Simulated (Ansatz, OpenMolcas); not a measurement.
# HNC (hydrogen isocyanide): from total energies to a heat of formation

HNC: 3 atoms, total charge 0, spin state singlet. As SMILES, `[C-]#[NH+]`. Geometry: relaxed at PBE0-D4/def2-TZVP.

```xyz
3

C    -0.6235    0.8835   -0.2415
N     0.0314   -0.0441    0.0122
H     0.5921   -0.8395    0.2293
```

Total energies at B3LYP/6-31G* (Cartesian functions) (OpenMolcas 26.06); the atoms run unrestricted:

| species | state | energy (Eh) |
| --- | --- | --- |
| HNC | singlet | -93.395738 |
| C | triplet | -37.846280 |
| N | quartet | -54.584489 |
| H | doublet | -0.500273 |

Harmonic wavenumbers at PBE0-D4/def2-TZVP, in cm⁻¹: 484, 484, 2128, 3828.

Measured heats of formation of the gaseous atoms at 298.15 K, in kJ/mol: C 716.9, N 472.4, H 218.0. Take 1 Eh = 2625.50 kJ/mol, 1 cm⁻¹ = 0.0119627 kJ/mol, RT = 2.479 kJ/mol.

Work out the heat of formation of the gas at 298 K.


1. Electronic atomisation energy: (-37.846280) + (-54.584489) + (-0.500273) − (-93.395738) = 0.464696 Eh = 1220.1 kJ/mol.
2. Zero-point energy: half the sum of the wavenumbers, 3462 cm⁻¹ = 41.4 kJ/mol.
3. Thermal vibrational enthalpy, Σ hcν̃/(exp(hcν̃/kT) − 1): 1.2 kJ/mol. Translation, rotation and pV of a linear molecule: 3.5 RT = 8.7 kJ/mol.
4. The 3 free atoms carry 5/2 RT each: 18.6 kJ/mol.
5. Atomisation enthalpy at 298 K: 1220.1 − 41.4 − 1.2 − 8.7 + 18.6 = 1187.4 kJ/mol.
6. Sum of the atoms' heats of formation: 1407.3 kJ/mol. Heat of formation: 1407.3 − 1187.4 = +219.9 kJ/mol.

The tabulated value is +192.0 kJ/mol (Active Thermochemical Tables), so this level is off by +27.9 kJ/mol, or 2.3 % of the atomisation enthalpy. Anharmonicity and any spin-orbit splitting of the molecule are left out.
